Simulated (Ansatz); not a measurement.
Here is an Ansatz input file for CH5AlO, SMILES O[CH2][AlH2]. Write the same calculation for the Python package.

```yaml
crystal:
  periodic: [false, false, false]
  atoms:
    - { symbol: O, position_ang: [-1.1412, 0.7659, -0.7901] }
    - { symbol: C, position_ang: [-0.2746, 0.6974, 0.2475] }
    - { symbol: Al, position_ang: [0.8894, -0.8776, -0.0463] }
    - { symbol: H, position_ang: [-1.8068, 0.1264, -0.6494] }
    - { symbol: H, position_ang: [-0.7955, 0.6018, 1.2067] }
    - { symbol: H, position_ang: [0.3615, 1.6271, 0.2715] }
    - { symbol: H, position_ang: [0.3226, -2.3438, -0.1052] }
    - { symbol: H, position_ang: [2.5366, -0.6542, -0.1906] }
basis:
  gaussian:
    orbitals: cc-pVDZ
hamiltonian:
  xc: b3lyp
relax:
  f_tol: 0.01
```

`opt.py`:
```python
# -*- coding: utf-8 -*-
"""Minimum-energy structure of CH5AlO."""

import argparse
import itertools

import ansatz as az
from ase.data import atomic_numbers, covalent_radii
import numpy as np
import pandas as pd

parser = argparse.ArgumentParser(description="Minimum-energy structure of CH5AlO.")
parser.add_argument("--basis-set", default="cc-pVDZ", help="basis")
parser.add_argument("--functional", required=True, help="exchange-correlation functional")
args = parser.parse_args()


def main():
    mol = (
        az.Crystal.molecule()
        .atom("O", (-1.1412, 0.7659, -0.7901))
        .atom("C", (-0.2746, 0.6974, 0.2475))
        .atom("Al", (0.8894, -0.8776, -0.0463))
        .atom("H", (-1.8068, 0.1264, -0.6494))
        .atom("H", (-0.7955, 0.6018, 1.2067))
        .atom("H", (0.3615, 1.6271, 0.2715))
        .atom("H", (0.3226, -2.3438, -0.1052))
        .atom("H", (2.5366, -0.6542, -0.1906))
    )

    model = mol.calculation()
    model = model.basis(gaussian=args.basis_set).functional(args.functional)
    symbols = [site.symbol for site in mol.cartesian_sites]
    start = np.array([site.position_ang for site in mol.cartesian_sites], dtype=float)
    def progress(event):
        if event["event"] == "relax_step":
            row = event["data"]
            print(f"step {row['step']:3d}  E = {row['lagrangian_ev']:.6f} eV  largest force component {row['allowed_force_max_ev_ang']:.4f} eV/A")


    r = model.relax(force_tolerance=0.01).session().plan().execute(on_event=progress).report
    end = np.array(r["positions_ang"])

    print("reference energy %16.6f eV" % r["reference_energy_ev"])
    print("total energy     %16.6f eV" % r["free_energy_ev"])
    print("occupied orbitals outside the frozen core (up, down):", r["n_occupied"], " frozen:", r["n_frozen"], " virtual:", r["n_virtual"])

    # pairs closer than 1.2 times the sum of covalent radii, before or after
    radius = [covalent_radii[atomic_numbers[s]] for s in symbols]
    span = lambda where, i, j: np.linalg.norm(where[i] - where[j])
    bonded = [(i, j) for i, j in itertools.combinations(range(len(symbols)), 2) if min(span(start, i, j), span(end, i, j)) < 1.2 * (radius[i] + radius[j])]
    print("pair        before    after (A)")
    for i, j in bonded:
        print(f"{symbols[i]}{i}-{symbols[j]}{j}".ljust(10), f"{span(start, i, j):8.4f} {span(end, i, j):8.4f}")

    charges = r["charge_distribution"]
    table = pd.DataFrame({"atom": symbols, "mulliken": charges["mulliken_charges_e"], "lowdin": charges["lowdin_charges_e"]})
    print(table.round(3).to_string())
    print("dipole (e A):", np.round(charges["dipole_moment_e_ang"], 4) + 0.0)


if __name__ == "__main__":
    main()
```

`python opt.py --functional B3LYP` gives:
```text
step   1  E = -9761.678159 eV  largest force component 3.0466 eV/A
step   2  E = -9761.936366 eV  largest force component 1.3804 eV/A
step   3  E = -9761.991247 eV  largest force component 0.7042 eV/A
step   4  E = -9762.017738 eV  largest force component 0.2654 eV/A
step   5  E = -9762.048688 eV  largest force component 0.4510 eV/A
step   6  E = -9762.110321 eV  largest force component 0.8210 eV/A
step   7  E = -9762.183557 eV  largest force component 0.7978 eV/A
step   8  E = -9762.254501 eV  largest force component 0.5053 eV/A
step   9  E = -9762.277131 eV  largest force component 0.4252 eV/A
step  10  E = -9762.284893 eV  largest force component 0.1611 eV/A
step  11  E = -9762.284960 eV  largest force component 0.0997 eV/A
step  12  E = -9762.289081 eV  largest force component 0.0530 eV/A
step  13  E = -9762.289483 eV  largest force component 0.0232 eV/A
step  14  E = -9762.289502 eV  largest force component 0.0215 eV/A
step  15  E = -9762.289580 eV  largest force component 0.0085 eV/A
reference energy     -9762.289824 eV
total energy         -9762.289824 eV
occupied orbitals outside the frozen core (up, down): [16, 16]  frozen: 0  virtual: [55, 55]
pair        before    after (A)
O0-C1        1.3536   1.5348
O0-Al2       2.7162   2.0344
O0-H3        0.9337   0.9693
C1-Al2       1.9804   1.9668
C1-H4        1.0957   1.0990
C1-H5        1.1267   1.0975
Al2-H6       1.5730   1.5908
Al2-H7       1.6685   1.5861
  atom  mulliken  lowdin
0    O    -0.281   0.315
1    C    -0.036  -0.034
2   Al     0.314  -0.104
3    H     0.184  -0.015
4    H     0.035   0.004
5    H     0.046   0.002
6    H    -0.136  -0.086
7    H    -0.126  -0.082
dipole (e A): [-0.4624  0.1841  0.0982]
```

Caveats:
- These settings explore the input space; basis and method may be short of convergence.
- The end point is the stationary point reached from this start; no frequency run checks that it is a minimum, and the basis set is modest.
- The Löwdin charges here are taken after orthogonalising the functions within each atom; they differ from plain Löwdin charges, and their signs can be unphysical.
- The bonding changed during the relaxation, so the end is another isomer than the start names.
- The whole script took 38 s on 1 thread of Arm Neoverse V1 (shared host), peak memory 0.25 GiB.

(A comment or docstring line of the script was reworded after the run, the code is as it ran; lines on the test bed's own set-up are left out of the output.)
